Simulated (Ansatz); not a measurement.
Basis-set extrapolation for C₂H₆B, SMILES `[CH2]BC` radical (PBE0-D4/def2-TZVP geometry, frozen core, Ansatz). Multiplicity 2, UHF reference.

|  | def2-TZVPP | def2-QZVPP |
| --- | --- | --- |
| HF | -103.915251 | -103.920305 |
| MP2 correlation | -0.422484 | -0.449738 |
| CCSD(T) correlation | -0.481731 | not run |

Energies in hartree. Use E(X) = E(∞) + A·exp(−7.88·√X) for Hartree–Fock and E(X) = E(∞) + B·X^(−2.97) for correlation, with X = 3 and 4, and add CCSD(T) minus MP2 of the smaller set to the MP2 limit.

Task: What is the CCSD(T) energy at the basis-set limit?

Result: HF limit: -103.920305 + (-0.005054) × 0.13774 = -103.92100. MP2 limit: -0.449738 + (-0.027254) × 0.74074 = -0.46993. Higher-order term: -0.481731 − (-0.422484) = -0.05925. Total: -104.45018 hartree, 33.4 kcal/mol below CCSD(T)/def2-TZVPP.
